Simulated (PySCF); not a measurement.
# NO₂, doublet in 6-31G: errors against RCCSDT

Geometry: MP2(full)/6-31G*, from the G2/97 set.

```xyz
3

N     0.0000    0.0000    0.3322
O     0.0000    1.1181   -0.1454
O     0.0000   -1.1181   -0.1454
```

Basis 6-31G; PySCF 2.14.0. Correlated methods freeze the noble-gas cores, which leaves 17 electrons in 24 orbitals. R marks a restricted (for open shells ROHF) determinant.

Full CI isn't at hand for all of this; RCCSDT serves as the reference. It lacks quadruple excitations, which often exceed the step from CCSD(T) to CCSDT.

```
UHF ⟨S²⟩                            : 1.131
⟨S²⟩ of the determinant under UCCSD : 0.771
T1 diagnostic (ROHF- or RHF-based CCSD)               : 0.0286
largest doubles amplitude (ROHF- or RHF-based CCSD)   : 0.113
```

Problem. From what is known of these methods and the diagnostics, rank them by the size of their error in total energy against RCCSDT in 6-31G, smallest first (an estimate: the text doesn't fix the numbers).
A. RCCSD
B. RCCSD(T)
C. RMP2
D. RHF

Solution. B (0 meV), C (185 meV), A (566 meV), D (11075 meV).

All errors are against RCCSDT in 6-31G. Below it: RMP2. The usual hierarchy is broken: RMP2 lies nearer than RCCSD.

Atomization energy (electronic, same basis, no zero-point term; atoms at the same level, unrestricted beside the R rows where the molecule is a closed shell; the atoms' step beyond CCSDT comes from their full CI) at RCCSDT: 546.0 kJ/mol. Errors of other levels:

```csv
level,error (kJ/mol)
RHF,-655.0
RMP2,87.3
RCCSD,-51.9
RCCSD(T),0.5
```

This basis is far from its limit, so the value isn't to be set against a measured one.
